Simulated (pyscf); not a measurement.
7 gas-phase steps of one pattern: four-centre exchange on the singlet surface, F/Cl/Br/I–H, H–Si/Ge/Sn broken and F/Cl/Br/I–Si/Ge/Sn, H–H formed. Single points on ωB97X-D3(BJ)/def2-SVP structures (PySCF, gas phase). Electronic energies in kcal/mol, from the separated reactants; ΔE‡ and ΔE at ωB97M-D3(BJ)/def2-TZVP. Rows were drawn at random from the steps of this pattern with a verified saddle, stable references and no exit in the data more than 5 kcal/mol lower.

| row | step | ΔE | ΔE‡ |
|---|---|---|---|
| 1 | F–SiH₃ + HF → F–SiH₂–F + H₂ | -32.2 | 28.2 |
| 2 | H₃Si–SH + HF -> F–SiH₂–SH + H₂ | -29.3 | 27.4 |
| 3 | H₂N–SiH₂–F + HCl → H₂N–SiH(F)–Cl + H₂ | -20.9 | ? |
| 4 | SnH₄ + HCl -> Cl–SnH₃ + H₂ | -16.1 | 30.0 |
| 5 | H₃Ge–SeH + HCl -> Cl–GeH₂–SeH + H₂ | -12.9 | 37.6 |
| 6 | GeH₄ + HF -> F–GeH₃ + H₂ | -8.7 | 38.4 |
| 7 | SnH₄ + HF → F–SnH₃ + H₂ | -8.6 | 27.4 |

**Question.** Fit ΔE‡ = a + b·ΔE to the other rows and predict row 3.

**Answer.** Over the 6 complete rows the means are -18.0 (ΔE) and 31.5 (ΔE‡); least squares gives b = 0.28 and a = 36.5 kcal/mol, with residuals of 3.9 kcal/mol (root mean square; largest 6.7, row 7). For row 3: 36.5 + 0.28 × (-20.9) = 30.6 kcal/mol. The computed barrier is 25.6 kcal/mol, 5.0 under the line. The scatter is large against the spread of the barriers, so the line says little here. Each barrier is that of the saddle found. Elements up to Kr have no core potential and no relativistic terms here. Elements past Kr carry the def2 core potentials, without spin-orbit coupling.
